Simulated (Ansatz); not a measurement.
## [Cl···H···GeH3], doublet: transfer scan

Starting geometry:

```yaml
atoms:
  - { symbol: Cl, position_ang: [-2.1957, 0.0000, 0.0000] }
  - { symbol: H, position_ang: [-0.9169, 0.0000, 0.0000] }
  - { symbol: Ge, position_ang: [1.0223, 0.0000, 0.0000] }
  - { symbol: H, position_ang: [1.4910, -1.4659, 0.0000] }
  - { symbol: H, position_ang: [1.4910, 0.7330, -1.2695] }
  - { symbol: H, position_ang: [1.4910, 0.7330, 1.2695] }
```

From there atom H2 is moved from one fragment to the other while all else, the fragments' distance too, stays fixed; atoms are numbered as listed. Energies are in eV, counted from the starting geometry at the same level. Kohn–Sham curves are unrestricted where that lies lower.

Basis cc-pVDZ; Ansatz 0.2.0. Only valence electrons are correlated (noble-gas cores and the filled d shells of p-block atoms frozen). Prefix R: restricted or restricted open-shell reference; prefix U: unrestricted. Active spaces: valence = (15e, 12o) chosen from the atoms' valence shells. No spin–orbit coupling is included, and no scalar relativity.

Runs in a small pair space aren't shown, since their orbitals change along the scan.

Full CI isn't at hand for all of this; UCCSDT(Q) serves as the reference, and is uncertain by the last step of the cluster series or more. The frozen core follows each run's orbitals, which can shift R against U totals by a few meV for light atoms and by up to 0.1 eV past Ca.

```tsv
distance Cl1-H2 (Å)	UCCSDT(Q)	curve A	curve B	curve C	curve D
1.279	0.000	0.000	0.000	0.000	0.000
1.337	-0.035	-0.033	-0.008	0.012	-0.049
1.454	0.027	0.039	0.074	0.153	-0.018
1.571	0.132	0.167	0.134	0.256	0.063
1.688	0.265	0.336	0.169	0.266	0.189
```

Problem. The curves come from NEVPT2 (valence space), RHF, RPA-PBE, UHF. Compare each with UCCSDT(Q) and say which is which.

Solution. A: NEVPT2 (valence space), B: UHF, C: RHF, D: RPA-PBE. Spread of the error against UCCSDT(Q), over the points where both stand: A 0.071, B 0.143, C 0.126, D 0.076 eV. 

In so small a basis both RPA and the reference are far from their limits and near them at different rates, so the difference would change in a larger set.
